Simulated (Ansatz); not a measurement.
`FC1=COC1`, charge 0, multiplicity 1.

Q: Give a relaxed structure at PBE0-D4/def2-TZVP (the Gaussian-basis code of Ansatz). (Estimate.)

A: The calculation gave: 
Z-matrix (Å, degrees):
```
C
O 1 1.458
C 1 1.494 2 86.4
H 1 1.091 2 110.8 3 117.9
H 1 1.091 2 110.8 3 -117.9
C 2 1.396 1 88.3 3 0.0
F 3 1.317 1 133.2 2 180.0
H 6 1.079 2 122.3 1 180.0
```
Point group Cs.
